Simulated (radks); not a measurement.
# Cl⁴⁺ in [Ne] 3s2 3p1: an all-electron calculation

An exercise on one series of results from a longer session: the logs are not shown, and one member is left open.

Program: radks (a radial shooting solver on a logarithmic mesh, Libxc functionals) version 1. Level of theory: scalar-relativistic Kohn-Sham, RPBE, spin-polarised, spherical densities, point nucleus; open shells are filled with parallel spins first. These are calculated values, not measurements, unless marked.

## The system

| Item | Value |
| --- | --- |
| element | chlorine (Z = 17) |
| charge | +4 |
| electrons | 13 |
| configuration | [Ne] 3s2 3p1 |

Outer shells as boxes (Hund's rule):

Cl⁴⁺
```
[Ne] core
3s [↑↓]
3p [↑ ][  ][  ]
```

The first run:

Input:

```text
Z 17
configuration [Ne] 3s2 3p1
relativity scalar-relativistic
functional rpbe,pbe
spin polarised
nucleus point
c 137.035999084
```

One table of the session follows, with a row left open; its other results are not shown here.

It belongs to the step «Radial structure». Sizes of the orbitals, from the radial functions (bohr):

```
  level      <r>  outermost maximum (interpolated)  90 % within  nodes
  1s up  0.09093                            0.0594        0.162      0
1s down  0.09092                            0.0594        0.162      0
  2s up   0.4422                             0.361        0.691      1
2s down   0.4421                             0.361        0.691      1
  2p up   0.4045                             0.301        0.671      0
2p down   0.4044                             0.301        0.670      0
  3s up    1.351                              1.21         1.99      2
3s down    1.355                              1.20         2.00      2
  3p up    1.444                              1.27         2.16      1
3p down        ?                                 ?            ?      ?
```

**Question.** Estimate the row for 3p down.

The run gave: <r>: 1.454; outermost maximum (interpolated): 1.27; 90 % within: 2.19; nodes: 1. In the column «<r>» it is the highest.

To keep in mind: Open shells are spherical and high-spin; term and fine-structure splittings are not resolved.
